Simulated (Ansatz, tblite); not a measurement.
# The cluster Nb₂B₂: one state, many levels

How do method and basis change the picture of the cluster Nb₂B₂ (singlet)?

Program: Ansatz 0.2.0, Gaussian basis. Level of theory: as each input shows. These are calculated values, not measurements.

Plan: GFN1-xTB, GFN2-xTB, PBE-D4/def2-TZVP, r2SCAN-D4/def2-TZVP, PBE-QIDH/def2-TZVP, HF/def2-TZVP, revPBE-D4/def2-TZVP, B97M-V/def2-TZVP, CAM-B3LYP-D4/def2-TZVP, LC-ωPBE(0.10)/def2-TZVP, LC-ωPBE(0.15)/def2-TZVP, LC-ωPBE(0.20)/def2-TZVP, LC-ωPBE(0.30)/def2-TZVP, PBE-D4/def2-SVP, PBE0-D4/def2-SVP, PBE0-D4/def2-TZVPD, PBE-D4/def2-TZVPD, r2SCAN-D4/def2-TZVPD, CCSD(T)/def2-TZVPP, MP2/def2-TZVP, RPA/def2-TZVP.

2 further runs of the same task are left out: 1 that didn't finish, 1 set aside as unsound or not needed.

## 1. The geometry

The geometry is that of the singlet, from an earlier relaxation (r2SCAN-D4/def2-TZVP). At that level it is the lowest of the isomers that a small search found.

4 atoms, charge 0, spin multiplicity 1.

Bond lengths: Nb1–B3 2.095 Å, Nb1–B4 2.786 Å, Nb2–B3 2.786 Å, Nb2–B4 2.095 Å, B3–B4 1.536 Å. Angles: B3–Nb1–B4 33.0°, B3–Nb2–B4 33.0°, Nb1–B3–Nb2 51.0°, Nb1–B3–B4 99.0°, Nb2–B3–B4 48.0°, Nb1–B4–Nb2 51.0°, Nb1–B4–B3 48.0°, Nb2–B4–B3 99.0°.

Coordinates:

```mol
B2Nb2
  3D, bonds by distance, orders not assigned

  4  5  0  0  0  0  0  0  0  0999 V2000
    0.3705    0.0337   -1.4609 Nb  0  0
   -0.0444   -1.5062    0.0437 Nb  0  0
   -0.0177    1.2758    0.1814 B   0  0
   -0.3085    0.1967    1.2357 B   0  0
  1  3  8  0
  1  4  8  0
  2  3  8  0
  2  4  8  0
  3  4  8  0
M  END
```

Nb takes a core potential in the def2 sets. No spin-orbit coupling is included.

PBE0-D4/def2-TZVP was run before; its log isn't repeated, and its numbers join the tables.

## 2. GFN1-xTB

Tight binding, by tblite at 300 K electronic temperature and without a spin-polarisation term:

```python
tblite.interface.Calculator('GFN1-xTB', numbers, positions, charge=0, uhf=0).singlepoint()
```

Energy -177.7722 eV, HOMO -9.75 eV, LUMO -8.99 eV; 0.002 s.

## 3. GFN2-xTB

Tight binding, by tblite at 300 K electronic temperature and without a spin-polarisation term:

```python
tblite.interface.Calculator('GFN2-xTB', numbers, positions, charge=0, uhf=0).singlepoint()
```

Energy -158.2734 eV, HOMO -8.89 eV, LUMO -8.71 eV; 0.005 s.

## 4. PBE-D4/def2-TZVP

start.molden holds the orbitals of an earlier run on this state, given as this run's starting guess.

File in.yaml:

```yaml
crystal:
  periodic: [false, false, false]
  atoms:
    - {symbol: Nb, position_ang: [0.370545, 0.033700, -1.460852]}
    - {symbol: Nb, position_ang: [-0.044353, -1.506230, 0.043676]}
    - {symbol: B, position_ang: [-0.017725, 1.275825, 0.181449]}
    - {symbol: B, position_ang: [-0.308457, 0.196705, 1.235737]}
basis:
  gaussian: {orbitals: def2-TZVP, initial_orbitals: start.molden}
hamiltonian: {xc: pbe, dispersion: d4}
scf: {omitted_lower_state_checks: [starts]}
output: {orbitals: {seedname: orbitals}}
```

Command:

```console
$ ansatz run in.yaml --threads 2 --pin off --events-out ev --progress --plain --max-ram 4352MiB
```

The runs that follow: r2SCAN-D4/def2-TZVP; PBE-QIDH/def2-TZVP; HF/def2-TZVP; revPBE-D4/def2-TZVP; B97M-V/def2-TZVP; CAM-B3LYP-D4/def2-TZVP; LC-ωPBE(0.10)/def2-TZVP; LC-ωPBE(0.15)/def2-TZVP; LC-ωPBE(0.20)/def2-TZVP; LC-ωPBE(0.30)/def2-TZVP; PBE-D4/def2-SVP; PBE0-D4/def2-SVP; PBE0-D4/def2-TZVPD; PBE-D4/def2-TZVPD; r2SCAN-D4/def2-TZVPD; CCSD(T)/def2-TZVPP; MP2/def2-TZVP; RPA/def2-TZVP.

Q: Predict the results of all the runs planned. Wanted: gap in def2-TZVP, named functionals and Hartree-Fock, smallest and largest; gap over the ω; correlation energy, CCSD(T)/def2-TZVPP; correlation energy, MP2/def2-TZVP; binding an atom, functionals in def2-TZVP; PBE0 total energy, smallest basis above largest.

The runs gave:

| quantity | value |
| --- | --- |
| gap in def2-TZVP, named functionals and Hartree-Fock, smallest and largest | 0.84 eV (PBE-D4), 5.83 eV (HF) |
| gap over the ω (1/bohr) | 3.60 eV at 0.1, 5.77 eV at 0.3 |
| correlation energy, CCSD(T)/def2-TZVPP | -33.81 eV |
| correlation energy, MP2/def2-TZVP | -31.96 eV |
| binding an atom, functionals in def2-TZVP | 2.88 (CAM-B3LYP-D4) to 3.67 eV (PBE-D4) |
| PBE0 total energy, smallest basis above largest | 2.34 eV (def2-SVP, def2-TZVPD) |

Over the named functionals and Hartree-Fock in def2-TZVP the gap runs from 0.84 eV (PBE-D4) to 5.83 eV (HF); exact exchange widens it. Raising the ω (1/bohr) from 0.1 to 0.3 moves the HOMO by -0.99 eV and the LUMO by +1.18 eV. Notes on CCSD(T)/def2-TZVPP: large T1 diagnostic.
